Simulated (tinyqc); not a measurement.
Inside a calculation. Method: LCCD on RHF in the sto-3g basis, frozen core, for CH3+, spin multiplicity 1. One step of it, computed by the program tinyqc.

Problem. Iteration 7 (converged): orbitals. Diagonalise F' = X^T F X, C = X C', fill 4 alpha and 4 beta electrons from the bottom; D = 2 C_occ C_occ^T. Each column has its largest component positive (the first on a tie).

converged F (hartree), lower triangle:
```
             1C 1s      1C 2s     1C 2px     1C 2py     1C 2pz      2H 1s      3H 1s      4H 1s
1C 1s   -11.610020
1C 2s    -3.107702  -1.990315
1C 2px   -0.000012  -0.000134  -0.838604
1C 2py    0.000000   0.000000   0.000000  -0.838295
1C 2pz   -0.000071   0.002738   0.000003   0.000000  -0.258720
2H 1s    -0.887235  -0.996427  -0.653178   0.000000   0.003405  -0.883344
3H 1s    -0.885896  -0.995549   0.326548  -0.565390   0.003401  -0.327265  -0.882569
4H 1s    -0.885896  -0.995549   0.326548   0.565390   0.003401  -0.327265  -0.327046  -0.882569
```

X, lower triangle:
```
            1C 1s      1C 2s     1C 2px     1C 2py    1C 2pz      2H 1s      3H 1s     4H 1s
1C 1s    1.028609
1C 2s   -0.170822   1.513785
1C 2px  -0.000006   0.000253   1.223916
1C 2py   0.000000   0.000000   0.000000   1.223543
1C 2pz   0.000218  -0.002574  -0.000002   0.000000  1.000014
2H 1s    0.026106  -0.382007  -0.385808   0.000000  0.002015   1.315801
3H 1s    0.026104  -0.381432   0.192763  -0.333677  0.002012  -0.038475   1.315163
4H 1s    0.026104  -0.381432   0.192763   0.333677  0.002012  -0.038475  -0.038404  1.315163
```

Give: F' = X^T F X; orbital energies; coefficients C; D after iteration 7.

Solution.

F' = X^T F X (hartree), lower triangle:
```
          1        2        3        4        5        6        7        8
1  -11.3691
2   -1.5862  -0.8590
3    0.0000   0.0001  -0.4552
4    0.0000   0.0000   0.0000  -0.4554
5    0.0000  -0.0006   0.0000   0.0000  -0.2587
6   -0.1482  -0.4857  -0.5421   0.0000   0.0024  -0.2596
7   -0.1478  -0.4852   0.2710  -0.4691   0.0023  -0.0768  -0.2597
8   -0.1478  -0.4852   0.2710   0.4691   0.0023  -0.0768  -0.0767  -0.2597
```

orbital energies (hartree): MO1 -11.6160, MO2 -1.3144, MO3 -0.9967, MO4 -0.9965, MO5 -0.2587, MO6 0.2890, MO7 0.3581, MO8 0.3588

coefficients C:
```
            MO1      MO2      MO3      MO4      MO5      MO6      MO7      MO8
1C 1s    0.9928  -0.2351   0.0001   0.0000  -0.0017  -0.2198   0.0000  -0.0010
1C 2s    0.0335   0.7149  -0.0003   0.0000   0.0085   1.4984   0.0000   0.0071
1C 2px   0.0000   0.0002   0.6499   0.0000   0.0000  -0.0047   0.0000   1.1396
1C 2py   0.0000   0.0000   0.0000   0.6499   0.0000   0.0000   1.1390   0.0000
1C 2pz  -0.0001  -0.0017   0.0000   0.0000   1.0000  -0.0107   0.0000   0.0000
2H 1s   -0.0067   0.1817   0.3998   0.0000  -0.0026  -0.7860   0.0000  -1.1041
3H 1s   -0.0067   0.1814  -0.2000   0.3464  -0.0026  -0.7925  -0.9526   0.5467
4H 1s   -0.0067   0.1814  -0.2000  -0.3464  -0.0026  -0.7925   0.9526   0.5467
```

D after iteration 7, lower triangle:
```
          1C 1s    1C 2s   1C 2px   1C 2py   1C 2pz    2H 1s    3H 1s   4H 1s
1C 1s    2.0819
1C 2s   -0.2697   1.0244
1C 2px   0.0000  -0.0001   0.8446
1C 2py   0.0000   0.0000   0.0000   0.8448
1C 2pz   0.0007  -0.0025   0.0000   0.0000   0.0000
2H 1s   -0.0987   0.2590   0.5197   0.0000  -0.0006   0.3858
3H 1s   -0.0986   0.2590  -0.2599   0.4502  -0.0006  -0.0940   0.3858
4H 1s   -0.0986   0.2590  -0.2599  -0.4502  -0.0006  -0.0940  -0.0940  0.3858
```
